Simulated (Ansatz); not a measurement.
Ansatz (an electronic-structure program) input:

Ansatz 0.2 input:
```yaml
crystal:
  periodic: [false, false, false]
  atoms:
    - {symbol: C, position_ang: [-0.07659321, 0.23363348, 0.16377491]}
    - {symbol: C, position_ang: [-0.16130691, 0.92031458, 1.47017145]}
    - {symbol: C, position_ang: [-0.05969721, -0.60535027, 1.39220959]}
    - {symbol: C, position_ang: [0.68959429, 0.10652581, -1.11769610]}
    - {symbol: C, position_ang: [-0.82901907, 0.12035939, -1.11313670]}
    - {symbol: H, position_ang: [0.83650603, 1.36413159, 1.74338444]}
    - {symbol: H, position_ang: [-0.94996584, -1.19976692, 1.62594993]}
    - {symbol: H, position_ang: [0.85796507, -1.18730824, 1.58427928]}
    - {symbol: H, position_ang: [1.18092350, -0.82996601, -1.38265066]}
    - {symbol: H, position_ang: [1.20118743, 0.97339774, -1.53178146]}
    - {symbol: H, position_ang: [-1.33971431, -0.80725881, -1.37076289]}
    - {symbol: H, position_ang: [-1.32407405, 0.99459357, -1.53040040]}
basis:
  gaussian:
    orbitals: def2-TZVP
hamiltonian:
  xc: b3lyp
  dispersion: d3bj
total_charge: -1
relax: {f_tol: 0.002, max_steps: 150}
```

Problem. What final total energy does it print?

Solution. -194.69248 Eh (B3LYP-D3(BJ)/def2-TZVP). The basis has 197 functions. The run takes about 90 core-seconds (a rough figure).

It need not be the lowest isomer of its formula. Whether it binds its extra electron was not tested at this geometry.
